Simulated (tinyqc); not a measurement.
Worked calculation: UHF in the sto-3g basis, for HF, spin multiplicity 1. This run ends on a higher stationary point, not on the lowest solution. One step of it, computed by the program tinyqc.

Task: Iteration 2: DIIS coefficients. Solve [B -1; -1 0][c; lambda] = [0; -1] for the coefficients, which sum to one.

B (overlaps of the stored error matrices):
```
                1               2
1   1.3355795e-01  -7.3822165e-02
2  -7.3822165e-02   1.0516834e-01
```

Give: DIIS coefficients.

Result:

DIIS coefficients: 0.4633  0.5367
